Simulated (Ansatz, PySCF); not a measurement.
This Ansatz (a first-principles code) input computes a CCSD(T)/cc-pVDZ energy:

Ansatz 0.2 input:
```yaml
crystal:
  periodic: [false, false, false]
  atoms:
    - {symbol: N, position_ang: [-0.00000000, -0.00000000, -0.43758825]}
    - {symbol: N, position_ang: [0.00000000, 0.00000000, 0.64838676]}
    - {symbol: H, position_ang: [-0.00000000, -0.00000000, -1.47558960]}
basis:
  gaussian:
    orbitals: cc-pVDZ
total_charge: 1
magnetization: {spin_polarized: false}
correlation: {method: ccsd_t, electrons: outside_noble_gas}
```

### Question
Write an input for the same energy in PySCF and say what it gives.

### Answer

```python
from pyscf import gto, scf, mp, cc as ccmod

mol = gto.M(
    atom='''
    N    -0.00000000   -0.00000000   -0.43758825
    N     0.00000000    0.00000000    0.64838676
    H    -0.00000000   -0.00000000   -1.47558960
    ''',
    basis='cc-pvdz',
    charge=1,
    spin=0,
    verbose=4,
)

mf = scf.RHF(mol)
mf.conv_tol = 1e-10
mf.max_cycle = 100
mf.kernel()
mp2 = mp.MP2(mf, frozen=2).run()
cc = ccmod.CCSD(mf, frozen=2)
cc.max_cycle = 100
cc.kernel()
et = cc.ccsd_t()
print(f'E(CCSD(T)) = {cc.e_tot + et:.9f}')
```
It gives -109.47681 Eh, and Ansatz -109.47681 Eh, a difference of 0.00 mEh.

It need not be the lowest isomer of its formula.
